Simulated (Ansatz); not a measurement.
Two isomers of C3H9NS: A = `CCSCN`, B = `CCNCS`.

Isolated molecules relaxed with PBE0-D4/def2-TZVP in Ansatz; ΔE leaves out vibrations. CCSD(T)/CBS is the MP2 limit (def2-TZVPP, def2-QZVPP) plus CCSD(T) − MP2 in def2-TZVPP, frozen cores. DFT in def2-TZVPP. B3LYP here is the variant with VWN-RPA as its local correlation; programs differ in this. Each species was taken in one conformer, which may not be the lowest.

Problem. Which is lower in electronic energy at CCSD(T)/CBS, and by how much? (Estimate.)

Solution. Computed: A, by 6.0 kcal/mol.

Problem. Give E(B) − E(A) in kcal/mol with PBE0-D4, HF/def2-TZVPP, B3LYP, B2PLYP, PBE-D4, CCSD(T)/def2-TZVPP, MP2/def2-TZVPP. (An estimate is asked.)

Solution. Ansatz gave: PBE0-D4 5.9, HF/def2-TZVPP 3.8, B3LYP 5.0, B2PLYP 5.5, PBE-D4 6.2, CCSD(T)/def2-TZVPP 5.1, MP2/def2-TZVPP 6.2. None reverses the order clearly.

Largest T1 diagnostic: 0.010.

In def2-TZVPP, CCSD(T) changes the Hartree–Fock value by +1.3 kcal/mol (the triples alone add +0.4 kcal/mol) and MP2 by +2.4 kcal/mol.
